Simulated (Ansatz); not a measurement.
C2H3FS, SMILES `C=C(F)S`. Charge 0, multiplicity 1. Geometry: relaxed with PBE0-D4/def2-TZVP. It is one conformer, not always the lowest.

```xyz
7

C     0.716    0.456   -0.433
C    -0.245   -0.434   -0.256
F    -0.507   -1.355   -1.189
S    -1.343   -0.662    1.092
H     0.933    1.201    0.316
H     1.297    0.438   -1.346
H    -0.852    0.356    1.815
```

Question: What is the dipole moment at ωB97M-V/def2-TZVPP? (Best estimate.)

Answer: The calculation gave: 1.83 D, with components (0.61, 1.37, 1.06) D in this frame, pointing from negative to positive charge.

Question: And with PBE, r2SCAN, B3LYP? (Estimate.)

Answer: The calculation gave: PBE 1.71 D, r2SCAN 1.79 D, B3LYP 1.84 D.

Question: Give the Mulliken charges with ωB97M-V, r2SCAN, B3LYP in def2-TZVPP. (An estimate is asked.)

Answer: Ansatz gave: 
```json
{"atom": "C1", "ωB97M-V": "-0.25", "r2SCAN": "-0.26", "B3LYP": "-0.27"}
{"atom": "C2", "ωB97M-V": "0.17", "r2SCAN": "0.23", "B3LYP": "0.22"}
{"atom": "F3", "ωB97M-V": "-0.18", "r2SCAN": "-0.18", "B3LYP": "-0.19"}
{"atom": "S4", "ωB97M-V": "-0.05", "r2SCAN": "-0.07", "B3LYP": "-0.07"}
{"atom": "H5", "ωB97M-V": "0.09", "r2SCAN": "0.08", "B3LYP": "0.10"}
{"atom": "H6", "ωB97M-V": "0.11", "r2SCAN": "0.10", "B3LYP": "0.11"}
{"atom": "H7", "ωB97M-V": "0.11", "r2SCAN": "0.10", "B3LYP": "0.10"}
```

B3LYP here is the variant with VWN-RPA as its local correlation; programs differ in this.
